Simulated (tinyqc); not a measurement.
Inside a calculation. Method: LCCD on RHF in the sto-3g basis, for H2F+, spin multiplicity 1. One step of it, computed by the program tinyqc.

Problem. Integrals over molecular orbitals. (pq|rs) = sum C_ip C_jq C_kr C_ls (ij|kl), one index at a time.

coefficients C, order 1F 1s, 1F 2s, 1F 2px, 1F 2py, 1F 2pz, 2H 1s, 3H 1s:
```
[[0.994816, -0.252450, 0.000000, 0.056428, 0.000000, 0.096371, 0.000000],
 [0.021906, 0.962575, 0.000000, -0.281193, 0.000000, -0.569137, 0.000000],
 [0.000000, 0.000000, 0.000000, 0.000000, 1.000000, 0.000000, 0.000000],
 [0.000000, 0.000000, 0.740644, 0.000000, 0.000000, 0.000000, 0.778199],
 [0.001800, 0.079005, 0.000000, 0.887324, 0.000000, -0.504088, 0.000000],
 [-0.003513, 0.080784, 0.346063, 0.215861, 0.000000, 0.720249, -0.742791],
 [-0.003513, 0.080784, -0.346063, 0.215861, 0.000000, 0.720249, 0.742791]]
```

core Hamiltonian H = T + V (hartree), order 1F 1s, 1F 2s, 1F 2px, 1F 2py, 1F 2pz, 2H 1s, 3H 1s:
```
[[-40.980149, -9.616981, 0.000000, 0.000000, -0.010647, -1.275631, -1.275631],
 [-9.616981, -11.456734, 0.000000, 0.000000, -0.131538, -3.009913, -3.009913],
 [0.000000, 0.000000, -9.105658, 0.000000, 0.000000, 0.000000, 0.000000],
 [0.000000, 0.000000, 0.000000, -9.211583, 0.000000, -1.776927, 1.776927],
 [-0.010647, -0.131538, 0.000000, 0.000000, -9.144140, -1.101683, -1.101683],
 [-1.275631, -3.009913, 0.000000, -1.776927, -1.101683, -4.957056, -0.939040],
 [-1.275631, -3.009913, 0.000000, 1.776927, -1.101683, -0.939040, -4.957056]]
```

Two-electron integrals (ij|kl) in chemists' order, unique and non-zero (hartree):
```
(11|11) 5.403501    (21|11) 0.841920    (21|21) 0.156299    (22|11) 1.268028
(22|21) 0.292344    (22|22) 0.926167    (31|31) 0.027998    (32|31) 0.043169
(32|32) 0.204588    (33|11) 1.264502    (33|21) 0.292403    (33|22) 0.925959
(33|33) 0.997514    (41|41) 0.027998    (42|41) 0.043169    (42|42) 0.204588
(43|43) 0.053770    (44|11) 1.264502    (44|21) 0.292403    (44|22) 0.925959
(44|33) 0.889973    (44|44) 0.997514    (51|51) 0.027998    (52|51) 0.043169
(52|52) 0.204588    (53|53) 0.053770    (54|54) 0.053770    (55|11) 1.264502
(55|21) 0.292403    (55|22) 0.925959    (55|33) 0.889973    (55|44) 0.889973
(55|55) 0.997514    (61|11) 0.112195    (61|21) 0.020662    (61|22) 0.038436
(61|33) 0.038376    (61|41) 0.000722    (61|42) 0.001358    (61|44) 0.038512
(61|51) 0.000435    (61|52) 0.000819    (61|54) 0.000082    (61|55) 0.038426
(61|61) 0.002759    (62|11) 0.296097    (62|21) 0.069233    (62|22) 0.246128
(62|33) 0.242459    (62|41) 0.004044    (62|42) 0.032103    (62|44) 0.250355
(62|51) 0.002438    (62|52) 0.019350    (62|54) 0.004760    (62|55) 0.245327
(62|61) 0.009295    (62|62) 0.081829    (63|31) 0.007102    (63|32) 0.042634
(63|43) 0.006687    (63|53) 0.004030    (63|63) 0.011895    (64|11) 0.176884
(64|21) 0.041875    (64|22) 0.159350    (64|33) 0.152626    (64|41) 0.009236
(64|42) 0.062247    (64|44) 0.170851    (64|51) 0.001286    (64|52) 0.011822
(64|54) 0.006955    (64|55) 0.154389    (64|61) 0.005847    (64|62) 0.065036
(64|64) 0.063214    (65|11) 0.106615    (65|21) 0.025240    (65|22) 0.096046
(65|33) 0.091994    (65|41) 0.001286    (65|42) 0.011822    (65|44) 0.094918
(65|51) 0.007877    (65|52) 0.049760    (65|54) 0.008449    (65|55) 0.101117
(65|61) 0.003524    (65|62) 0.039200    (65|64) 0.030932    (65|65) 0.030539
(66|11) 0.467702    (66|21) 0.111137    (66|22) 0.456477    (66|33) 0.441444
(66|41) 0.007791    (66|42) 0.087975    (66|44) 0.474170    (66|51) 0.004696
(66|52) 0.053026    (66|54) 0.019725    (66|55) 0.453334    (66|61) 0.015000
(66|62) 0.198668    (66|64) 0.183743    (66|65) 0.110749    (66|66) 0.774606
(71|11) 0.112195    (71|21) 0.020662    (71|22) 0.038436    (71|33) 0.038376
(71|41) -0.000722   (71|42) -0.001358   (71|44) 0.038512    (71|51) 0.000435
(71|52) 0.000819    (71|54) -0.000082   (71|55) 0.038426    (71|61) 0.002720
(71|62) 0.009018    (71|64) 0.005234    (71|65) 0.003423    (71|66) 0.014448
(71|71) 0.002759    (72|11) 0.296097    (72|21) 0.069233    (72|22) 0.246128
(72|33) 0.242459    (72|41) -0.004044   (72|42) -0.032103   (72|44) 0.250355
(72|51) 0.002438    (72|52) 0.019350    (72|54) -0.004760   (72|55) 0.245327
(72|61) 0.009018    (72|62) 0.065288    (72|64) 0.035979    (72|65) 0.030264
(72|66) 0.127195    (72|71) 0.009295    (72|72) 0.081829    (73|31) 0.007102
(73|32) 0.042634    (73|43) -0.006687   (73|53) 0.004030    (73|63) 0.009122
(73|73) 0.011895    (74|11) -0.176884   (74|21) -0.041875   (74|22) -0.159350
(74|33) -0.152626   (74|41) 0.009236    (74|42) 0.062247    (74|44) -0.170851
(74|51) -0.001286   (74|52) -0.011822   (74|54) 0.006955    (74|55) -0.154389
(74|61) -0.005234   (74|62) -0.035979   (74|64) -0.011098   (74|65) -0.016376
(74|66) -0.064730   (74|71) -0.005847   (74|72) -0.065036   (74|74) 0.063214
(75|11) 0.106615    (75|21) 0.025240    (75|22) 0.096046    (75|33) 0.091994
(75|41) -0.001286   (75|42) -0.011822   (75|44) 0.094918    (75|51) 0.007877
(75|52) 0.049760    (75|54) -0.008449   (75|55) 0.101117    (75|61) 0.003423
(75|62) 0.030264    (75|64) 0.016376    (75|65) 0.022988    (75|66) 0.064787
(75|71) 0.003524    (75|72) 0.039200    (75|74) -0.030932   (75|75) 0.030539
(76|11) 0.085421    (76|21) 0.020171    (76|22) 0.078422    (76|33) 0.077020
(76|44) 0.078648    (76|51) 0.001126    (76|52) 0.010911    (76|55) 0.079515
(76|61) 0.002677    (76|62) 0.025895    (76|64) 0.018108    (76|65) 0.014202
(76|66) 0.067655    (76|71) 0.002677    (76|72) 0.025895    (76|74) -0.018108
(76|75) 0.014202    (76|76) 0.010372    (77|11) 0.467702    (77|21) 0.111137
(77|22) 0.456477    (77|33) 0.441444    (77|41) -0.007791   (77|42) -0.087975
(77|44) 0.474170    (77|51) 0.004696    (77|52) 0.053026    (77|54) -0.019725
(77|55) 0.453334    (77|61) 0.014448    (77|62) 0.127195    (77|64) 0.064730
(77|65) 0.064787    (77|66) 0.277437    (77|71) 0.015000    (77|72) 0.198668
(77|74) -0.183743   (77|75) 0.110749    (77|76) 0.067655    (77|77) 0.774606
```

Give: one-electron integrals over orbitals h = C^T H C; Two-electron integrals over orbitals.

Solution.

one-electron integrals over orbitals h = C^T H C (hartree):
```
[[-40.962, 0.698, 0.000, -0.145, 0.000, -0.257, 0.000],
 [0.698, -9.567, 0.000, 0.344, 0.000, 1.258, 0.000],
 [0.000, 0.000, -7.837, 0.000, 0.000, 0.000, -2.246],
 [-0.145, 0.344, 0.000, -8.591, 0.000, 1.451, 0.000],
 [0.000, 0.000, 0.000, 0.000, -9.106, 0.000, 0.000],
 [-0.257, 1.258, 0.000, 1.451, 0.000, -5.371, 0.000],
 [0.000, 0.000, -2.246, 0.000, 0.000, 0.000, -5.904]]
```

Two-electron integrals over orbitals (pq|rs), unique and non-zero (hartree):
```
(11|11) 5.363       (21|11) -0.509      (21|21) 0.076       (22|11) 1.210
(22|21) -0.020      (22|22) 0.859       (31|31) 0.017       (32|31) 0.025
(32|32) 0.153       (33|11) 0.966       (33|21) -0.008      (33|22) 0.742
(33|33) 0.710       (41|11) 0.113       (41|21) -0.015      (41|22) 0.011
(41|33) 4.28e-03    (41|41) 0.027       (42|11) -0.089      (42|21) 0.007
(42|22) -0.007      (42|33) -0.006      (42|41) 0.031       (42|42) 0.164
(43|31) -2.86e-03   (43|32) 0.009       (43|43) 0.048       (44|11) 1.153
(44|21) -0.014      (44|22) 0.818       (44|33) 0.698       (44|41) -0.009
(44|42) -0.083      (44|44) 0.877       (51|51) 0.030       (52|51) 0.039
(52|52) 0.184       (53|53) 0.037       (54|51) -0.008      (54|52) -0.030
(54|54) 0.052       (55|11) 1.264       (55|21) -0.014      (55|22) 0.883
(55|33) 0.732       (55|41) 3.22e-03    (55|42) -0.049      (55|44) 0.830
(55|55) 0.998       (61|11) 0.194       (61|21) -0.030      (61|22) 4.88e-03
(61|33) 2.26e-03    (61|41) -0.006      (61|42) -0.018      (61|44) 0.011
(61|55) 0.005       (61|61) 0.018       (62|11) -0.265      (62|21) 0.007
(62|22) -0.135      (62|33) -0.082      (62|41) -0.017      (62|42) -0.045
(62|44) -0.097      (62|55) -0.140      (62|61) 4.56e-03    (62|62) 0.069
(63|31) -3.42e-03   (63|32) 0.027       (63|43) 0.020       (63|63) 0.073
(64|11) -0.277      (64|21) 3.79e-03    (64|22) -0.150      (64|33) -0.086
(64|41) -0.006      (64|42) 0.006       (64|44) -0.156      (64|55) -0.155
(64|61) 1.06e-03    (64|62) 0.059       (64|64) 0.078       (65|51) -0.013
(65|52) -0.049      (65|54) -0.010      (65|65) 0.023       (66|11) 0.654
(66|21) -0.005      (66|22) 0.544       (66|33) 0.533       (66|41) 0.014
(66|42) 0.063       (66|44) 0.519       (66|55) 0.523       (66|61) -4.42e-03
(66|62) -0.044      (66|64) -0.023      (66|66) 0.528       (71|31) 0.017
(71|32) 0.024       (71|43) -2.85e-03   (71|63) -2.99e-03   (71|71) 0.016
(72|31) 0.018       (72|32) 0.071       (72|43) -0.019      (72|63) -0.024
(72|71) 0.017       (72|72) 0.058       (73|11) 0.433       (73|21) -0.008
(73|22) 0.221       (73|33) 0.166       (73|41) -9.45e-04   (73|42) -0.053
(73|44) 0.206       (73|55) 0.240       (73|61) 4.62e-03    (73|62) -0.067
(73|64) -0.090      (73|66) 0.014       (73|73) 0.165       (74|31) -0.007
(74|32) -0.050      (74|43) 0.007       (74|63) -0.045      (74|71) -0.006
(74|72) -0.011      (74|74) 0.047       (75|53) 0.026       (75|75) 0.020
(76|31) -0.009      (76|32) -0.089      (76|43) -0.051      (76|63) -0.091
(76|71) -0.009      (76|72) 2.89e-03    (76|74) 0.060       (76|76) 0.165
(77|11) 0.778       (77|21) -0.008      (77|22) 0.599       (77|33) 0.597
(77|41) 2.82e-03    (77|42) 0.005       (77|44) 0.577       (77|55) 0.588
(77|61) 2.22e-03    (77|62) -0.042      (77|64) -0.032      (77|66) 0.523
(77|73) 0.072       (77|77) 0.561
```
